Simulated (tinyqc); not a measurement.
Worked calculation: UHF in the sto-3g basis, for CH2, spin multiplicity 3. One step of it, computed by the program tinyqc.

Problem. Iteration 2: building the Fock matrix. J_ij = sum D_kl (ij|kl) with D = D(alpha) + D(beta), K_ij = sum D_kl (ik|jl) for each spin; F = H + J - K(s); E = tr D H + tr D J / 2 - 0.5 sum_s tr D(s) K(s) + E_nn.

D(alpha) after iteration 1, order 1C 1s, 1C 2s, 1C 2px, 1C 2py, 1C 2pz, 2H 1s, 3H 1s:
```
[[1.059188, -0.242066, 0.000000, 0.000000, 0.074293, -0.003874, -0.003874],
 [-0.242066, 1.010683, 0.000000, 0.000000, -0.329452, -0.065939, -0.065939],
 [0.000000, 0.000000, 1.000000, 0.000000, 0.000000, 0.000000, 0.000000],
 [0.000000, 0.000000, 0.000000, 0.182212, 0.000000, 0.229294, -0.229294],
 [0.074293, -0.329452, 0.000000, 0.000000, 0.387697, 0.294456, 0.294456],
 [-0.003874, -0.065939, 0.000000, 0.229294, 0.294456, 0.558885, -0.018198],
 [-0.003874, -0.065939, 0.000000, -0.229294, 0.294456, -0.018198, 0.558885]]
```

D(beta) after iteration 1, order 1C 1s, 1C 2s, 1C 2px, 1C 2py, 1C 2pz, 2H 1s, 3H 1s:
```
[[1.018280, -0.074655, 0.000000, 0.000000, -0.028026, -0.078635, -0.078635],
 [-0.074655, 0.326685, 0.000000, 0.000000, 0.094512, 0.233751, 0.233751],
 [0.000000, 0.000000, 0.000000, 0.000000, 0.000000, 0.000000, 0.000000],
 [0.000000, 0.000000, 0.000000, 0.134504, 0.000000, 0.209247, -0.209247],
 [-0.028026, 0.094512, 0.000000, 0.000000, 0.027384, 0.067788, 0.067788],
 [-0.078635, 0.233751, 0.000000, 0.209247, 0.067788, 0.493414, -0.157635],
 [-0.078635, 0.233751, 0.000000, -0.209247, 0.067788, -0.157635, 0.493414]]
```

core Hamiltonian H = T + V (hartree), order 1C 1s, 1C 2s, 1C 2px, 1C 2py, 1C 2pz, 2H 1s, 3H 1s:
```
[[-18.485170, -4.457821, 0.000000, 0.000000, -0.008770, -0.482758, -0.482758],
 [-4.457821, -5.437758, 0.000000, 0.000000, -0.099424, -1.347886, -1.347886],
 [0.000000, 0.000000, -4.346178, 0.000000, 0.000000, 0.000000, 0.000000],
 [0.000000, 0.000000, 0.000000, -4.449434, 0.000000, -1.112703, 1.112703],
 [-0.008770, -0.099424, 0.000000, 0.000000, -4.374860, -0.599891, -0.599891],
 [-0.482758, -1.347886, 0.000000, -1.112703, -0.599891, -2.831398, -0.182685],
 [-0.482758, -1.347886, 0.000000, 1.112703, -0.599891, -0.182685, -2.831398]]
```

Two-electron integrals (ij|kl) in chemists' order, unique and non-zero (hartree):
```
(11|11) 3.541948    (21|11) 0.576921    (21|21) 0.111888    (22|11) 0.854682
(22|21) 0.205284    (22|22) 0.624709    (31|31) 0.020296    (32|31) 0.030858
(32|32) 0.137996    (33|11) 0.852436    (33|21) 0.205335    (33|22) 0.624568
(33|33) 0.672833    (41|41) 0.020296    (42|41) 0.030858    (42|42) 0.137996
(43|43) 0.036269    (44|11) 0.852436    (44|21) 0.205335    (44|22) 0.624568
(44|33) 0.600295    (44|44) 0.672833    (51|51) 0.020296    (52|51) 0.030858
(52|52) 0.137996    (53|53) 0.036269    (54|54) 0.036269    (55|11) 0.852436
(55|21) 0.205335    (55|22) 0.624568    (55|33) 0.600295    (55|44) 0.600295
(55|55) 0.672833    (61|11) 0.062014    (61|21) 0.011963    (61|22) 0.021944
(61|33) 0.021878    (61|41) 0.000607    (61|42) 0.001150    (61|44) 0.022039
(61|51) 0.000320    (61|52) 0.000606    (61|54) 0.000085    (61|55) 0.021923
(61|61) 0.001305    (62|11) 0.179637    (62|21) 0.043876    (62|22) 0.151198
(62|33) 0.147349    (62|41) 0.003635    (62|42) 0.027371    (62|44) 0.156264
(62|51) 0.001916    (62|52) 0.014426    (62|54) 0.004699    (62|55) 0.149825
(62|61) 0.004892    (62|62) 0.052587    (63|31) 0.004030    (63|32) 0.022494
(63|43) 0.005051    (63|53) 0.002662    (63|63) 0.005698    (64|11) 0.147647
(64|21) 0.036479    (64|22) 0.133277    (64|33) 0.126830    (64|41) 0.006568
(64|42) 0.044189    (64|44) 0.144040    (64|51) 0.001337    (64|52) 0.011435
(64|54) 0.006408    (64|55) 0.128804    (64|61) 0.004212    (64|62) 0.054844
(64|64) 0.061855    (65|11) 0.077817    (65|21) 0.019226    (65|22) 0.070243
(65|33) 0.066846    (65|41) 0.001337    (65|42) 0.011435    (65|44) 0.070591
(65|51) 0.004735    (65|52) 0.028520    (65|54) 0.007025    (65|55) 0.073211
(65|61) 0.002220    (65|62) 0.028905    (65|64) 0.029597    (65|65) 0.021297
(66|11) 0.359927    (66|21) 0.089305    (66|22) 0.351832    (66|33) 0.335102
(66|41) 0.007972    (66|42) 0.083617    (66|44) 0.373990    (66|51) 0.004202
(66|52) 0.044070    (66|54) 0.020496    (66|55) 0.345904    (66|61) 0.010018
(66|62) 0.166902    (66|64) 0.191002    (66|65) 0.100667    (66|66) 0.774606
(71|11) 0.062014    (71|21) 0.011963    (71|22) 0.021944    (71|33) 0.021878
(71|41) -0.000607   (71|42) -0.001150   (71|44) 0.022039    (71|51) 0.000320
(71|52) 0.000606    (71|54) -0.000085   (71|55) 0.021923    (71|61) 0.001265
(71|62) 0.004590    (71|64) 0.003681    (71|65) 0.002092    (71|66) 0.009329
(71|71) 0.001305    (72|11) 0.179637    (72|21) 0.043876    (72|22) 0.151198
(72|33) 0.147349    (72|41) -0.003635   (72|42) -0.027371   (72|44) 0.156264
(72|51) 0.001916    (72|52) 0.014426    (72|54) -0.004699   (72|55) 0.149825
(72|61) 0.004590    (72|62) 0.034054    (72|64) 0.026553    (72|65) 0.018244
(72|66) 0.080653    (72|71) 0.004892    (72|72) 0.052587    (73|31) 0.004030
(73|32) 0.022494    (73|43) -0.005051   (73|53) 0.002662    (73|63) 0.003344
(73|73) 0.005698    (74|11) -0.147647   (74|21) -0.036479   (74|22) -0.133277
(74|33) -0.126830   (74|41) 0.006568    (74|42) 0.044189    (74|44) -0.144040
(74|51) -0.001337   (74|52) -0.011435   (74|54) 0.006408    (74|55) -0.128804
(74|61) -0.003681   (74|62) -0.026553   (74|64) -0.018216   (74|65) -0.014026
(74|66) -0.061777   (74|71) -0.004212   (74|72) -0.054844   (74|74) 0.061855
(75|11) 0.077817    (75|21) 0.019226    (75|22) 0.070243    (75|33) 0.066846
(75|41) -0.001337   (75|42) -0.011435   (75|44) 0.070591    (75|51) 0.004735
(75|52) 0.028520    (75|54) -0.007025   (75|55) 0.073211    (75|61) 0.002092
(75|62) 0.018244    (75|64) 0.014026    (75|65) 0.012912    (75|66) 0.045223
(75|71) 0.002220    (75|72) 0.028905    (75|74) -0.029597   (75|75) 0.021297
(76|11) 0.022363    (76|21) 0.005481    (76|22) 0.019525    (76|33) 0.019036
(76|44) 0.019595    (76|51) 0.000413    (76|52) 0.003320    (76|55) 0.019923
(76|61) 0.000596    (76|62) 0.005823    (76|64) 0.005342    (76|65) 0.003542
(76|66) 0.016820    (76|71) 0.000596    (76|72) 0.005823    (76|74) -0.005342
(76|75) 0.003542    (76|76) 0.000839    (77|11) 0.359927    (77|21) 0.089305
(77|22) 0.351832    (77|33) 0.335102    (77|41) -0.007972   (77|42) -0.083617
(77|44) 0.373990    (77|51) 0.004202    (77|52) 0.044070    (77|54) -0.020496
(77|55) 0.345904    (77|61) 0.009329    (77|62) 0.080653    (77|64) 0.061777
(77|65) 0.045223    (77|66) 0.204406    (77|71) 0.010018    (77|72) 0.166902
(77|74) -0.191002   (77|75) 0.100667    (77|76) 0.016820    (77|77) 0.774606
```

nuclear repulsion = 4.54577688 hartree

Give: Coulomb J; exchange K(alpha); exchange K(beta); F(alpha); F(beta); total energy of this density.

Solution.

Coulomb J (hartree), order 1C 1s, 1C 2s, 1C 2px, 1C 2py, 1C 2pz, 2H 1s, 3H 1s:
```
[[10.8336, 2.0612, 0.0000, 0.0000, 0.0065, 0.2213, 0.2213],
 [2.0612, 4.7260, 0.0000, 0.0000, 0.1005, 1.1916, 1.1916],
 [0.0000, 0.0000, 4.6978, 0.0000, 0.0000, 0.0000, 0.0000],
 [0.0000, 0.0000, 0.0000, 4.7715, 0.0000, 1.0745, -1.0745],
 [0.0065, 0.1005, 0.0000, 0.0000, 4.6922, 0.5805, 0.5805],
 [0.2213, 1.1916, 0.0000, 1.0745, 0.5805, 3.1701, 0.1544],
 [0.2213, 1.1916, 0.0000, -1.0745, 0.5805, 0.1544, 3.1701]]
```

exchange K(alpha) (hartree), order 1C 1s, 1C 2s, 1C 2px, 1C 2py, 1C 2pz, 2H 1s, 3H 1s:
```
[[3.6155, 0.6318, 0.0000, 0.0000, 0.0026, 0.0715, 0.0715],
 [0.6318, 0.9262, 0.0000, 0.0000, -0.1009, 0.2826, 0.2826],
 [0.0000, 0.0000, 0.8476, 0.0000, 0.0000, 0.0000, 0.0000],
 [0.0000, 0.0000, 0.0000, 0.5167, 0.0000, 0.2636, -0.2636],
 [0.0026, -0.1009, 0.0000, 0.0000, 0.5582, 0.1669, 0.1669],
 [0.0715, 0.2826, 0.0000, 0.2636, 0.1669, 0.6151, 0.0333],
 [0.0715, 0.2826, 0.0000, -0.2636, 0.1669, 0.0333, 0.6151]]
```

exchange K(beta) (hartree), order 1C 1s, 1C 2s, 1C 2px, 1C 2py, 1C 2pz, 2H 1s, 3H 1s:
```
[[3.5536, 0.5937, 0.0000, 0.0000, 0.0006, 0.0642, 0.0642],
 [0.5937, 0.5053, 0.0000, 0.0000, 0.1554, 0.2711, 0.2711],
 [0.0000, 0.0000, 0.0963, 0.0000, 0.0000, 0.0000, 0.0000],
 [0.0000, 0.0000, 0.0000, 0.3810, 0.0000, 0.2496, -0.2496],
 [0.0006, 0.1554, 0.0000, 0.0000, 0.1523, 0.1236, 0.1236],
 [0.0642, 0.2711, 0.0000, 0.2496, 0.1236, 0.5802, 0.0191],
 [0.0642, 0.2711, 0.0000, -0.2496, 0.1236, 0.0191, 0.5802]]
```

F(alpha) (hartree), order 1C 1s, 1C 2s, 1C 2px, 1C 2py, 1C 2pz, 2H 1s, 3H 1s:
```
[[-11.2670, -3.0285, 0.0000, 0.0000, -0.0049, -0.3330, -0.3330],
 [-3.0285, -1.6379, 0.0000, 0.0000, 0.1020, -0.4389, -0.4389],
 [0.0000, 0.0000, -0.4959, 0.0000, 0.0000, 0.0000, 0.0000],
 [0.0000, 0.0000, 0.0000, -0.1946, 0.0000, -0.3018, 0.3018],
 [-0.0049, 0.1020, 0.0000, 0.0000, -0.2409, -0.1863, -0.1863],
 [-0.3330, -0.4389, 0.0000, -0.3018, -0.1863, -0.2764, -0.0616],
 [-0.3330, -0.4389, 0.0000, 0.3018, -0.1863, -0.0616, -0.2764]]
```

F(beta) (hartree), order 1C 1s, 1C 2s, 1C 2px, 1C 2py, 1C 2pz, 2H 1s, 3H 1s:
```
[[-11.2051, -2.9904, 0.0000, 0.0000, -0.0029, -0.3257, -0.3257],
 [-2.9904, -1.2170, 0.0000, 0.0000, -0.1544, -0.4274, -0.4274],
 [0.0000, 0.0000, 0.2554, 0.0000, 0.0000, 0.0000, 0.0000],
 [0.0000, 0.0000, 0.0000, -0.0589, 0.0000, -0.2878, 0.2878],
 [-0.0029, -0.1544, 0.0000, 0.0000, 0.1650, -0.1430, -0.1430],
 [-0.3257, -0.4274, 0.0000, -0.2878, -0.1430, -0.2415, -0.0473],
 [-0.3257, -0.4274, 0.0000, 0.2878, -0.1430, -0.0473, -0.2415]]
```

total energy of this density = -38.218767 hartree
